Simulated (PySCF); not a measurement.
# BH: from the state search to spectroscopic constants

The task here is to estimate one member of a computed series from the others.

The runs use PySCF 2.14.0; B cc-pVTZ, H cc-pVTZ, no relativity.

The first run:

The job is set up so:

```json
{"atoms": "B, H", "charge": "0", "basis": "B cc-pVTZ, H cc-pVTZ", "Hamiltonian": "no relativity", "basis functions": "44", "electrons treated": "6", "masses in u": "11.0093, 1.0078", "levels": "PBE0, PBE, r²SCAN, M06, B2PLYP, r²SCAN0, HSE06, HF, MP2, SCS-MP2, CCSD, CCSD(T)", "grid": "80 radial by 434 angular points", "occupations": "held fixed by the projection of orbital angular momentum", "dissociation limit": "B + H, each in its ground configuration", "starting distance in angstrom": "1.135", "values of 2S to try": "0, 2"}
```

On the command line:

```console
$ OMP_NUM_THREADS=1 python dia.py task.json out
```

Steps of the session up to this table: Set-up; First curve: PBE0; Excited determinants; PBE (GGA); r²SCAN (meta-GGA); M06 (hybrid meta-GGA); B2PLYP (double hybrid); r²SCAN0 (hybrid meta-GGA); HSE06; RHF (mean field); Adding correlation.

One table of the session follows, with a row left open; its other results are not shown here.

| level | Re (Å) | ωe (cm⁻¹) | De (eV) |
| --- | --- | --- | --- |
| RHF | 1.222 | 2483 | 2.67 |
| RHF-MP2 | 1.227 | 2431 | 3.47 |
| RHF-SCS-MP2 | 1.227 | 2426 | 3.59 |
| RHF-CCSD | 1.234 | 2361 | 3.59 |
| RHF-CCSD(T) | 1.235 | 2351 | 3.61 |
| PBE | 1.252 | 2240 | 3.52 |
| r²SCAN | 1.242 | 2302 | 3.44 |
| PBE0 | 1.241 | 2325 | 3.49 |
| r²SCAN0 | ? | ? | ? |
| M06 | 1.229 | 2364 | 3.69 |
| HSE06 | 1.240 | 2329 | 3.48 |
| B2PLYP | 1.229 | 2389 | 3.59 |
| measured | 1.2324 | 2366.9 | n/a |

**Question.** Estimate the row for r²SCAN0.

As computed: Re (Å): 1.235; ωe (cm⁻¹): 2360; De (eV): 3.42.

De is counted to B + H in their ground configurations.
